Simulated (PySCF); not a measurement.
# BH4N: the cost of one run

Computed with PySCF 2.14.0 and routines of our own; the level stands in each step. Atoms count from 0.

## Step 1: The system as given

6 atoms, charge -1, multiplicity 2; geometry from: GFN2-xTB.

## Step 2: Open-shell or spin-flip excitations: unrestricted TDDFT CAM-B3LYP/def2-SVPD in tetrahydrofuran

The job: settings as JSON, then the geometry in Å.

```
{"job": {"kind": "uabs", "xc": "CAM-B3LYP", "basis": "def2-SVPD", "nstates": 10, "tda": false, "solvent": "tetrahydrofuran", "pol": false}, "charge": -1, "multiplicity": 2}
B     -0.740805     0.094710     0.327058
N      0.824673    -0.062836     0.333736
H     -1.300528    -1.016935     0.214111
H     -1.156966     0.893775    -0.572117
H      1.237517     0.827945     0.054543
H      1.139232    -0.734669    -0.378906
```

With the program's defaults for keys left out, this is: unrestricted TDDFT CAM-B3LYP/def2-SVPD, vertical, IEF-PCM tetrahydrofuran (non-equilibrium linear response), core orbitals frozen in the response.

Run with:

```console
OMP_NUM_THREADS=1 python excited_run.py task.json out
```

The driver reads the jobs from task.json and runs them one after another.

Q: Estimate the wall time and peak memory of this first job on 1 thread of Arm Neoverse V1, shared host.

About 4.8 s, with a peak of 0.32 GiB.
